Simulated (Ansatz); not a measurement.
Ideal-gas functions of C₃H₅Cl (`C=C(C)Cl`) at 500 K and 1 bar, from an Ansatz frequency run at PBE0-D4/def2-TZVP.

Molar mass 76.53 g/mol, point group Cs (symmetry number 1), electronic degeneracy 1, moments of inertia 53.9, 101.319, 152.096 u Å². Harmonic wavenumbers (cm⁻¹, unscaled): 210, 346, 400, 456, 656, 715, 913, 942, 1016, 1067, 1205, 1397, 1427, 1461, 1478, 1723, 3053, 3119, 3147, 3175, 3271.

Use S(trans) = R[1.5 ln M + 2.5 ln T − 1.1517]; rotational temperatures θ = 24.2544 K / I; S(rot) = R[ln(√π/σ · √(T³/θAθBθC)) + 1.5]; for each mode x = 1.438777 ν̃/T, S = R[x/(eˣ − 1) − ln(1 − e⁻ˣ)] and H = RT x/(eˣ − 1); 1 cm⁻¹ = 0.0119627 kJ/mol; R = 8.31446 J/(mol·K).

Task: By hand: the entropy, in J/(mol·K).

Result: Translation 173.7. Rotation: θ = 0.45, 0.2394, 0.1595 K, giving 111.6. Vibration, mode by mode: 12.63, 8.69, 7.59, 6.63, 4.17, 3.64, 2.33, 2.18, 1.84, 1.64, 1.19, 0.76, 0.71, 0.66, 0.63, 0.35, 0.01, 0.01, 0.01, 0.01, 0.01, in all 55.7. Electronic 0.0. Sum 341.0 J/(mol·K).

Task: By hand: H − E and G − E in kJ/mol, counted from the electronic energy.

Result: Zero-point energy ½ × 31177 × 0.0119627 = 186.5; thermal vibration 17.0; translation, rotation and pV give 4 RT = 16.6. H − E = 220.1 kJ/mol, and G − E = 220.1 − 500 × 341.0/1000 = 49.6 kJ/mol.

Vibration gives 16 % of the entropy.
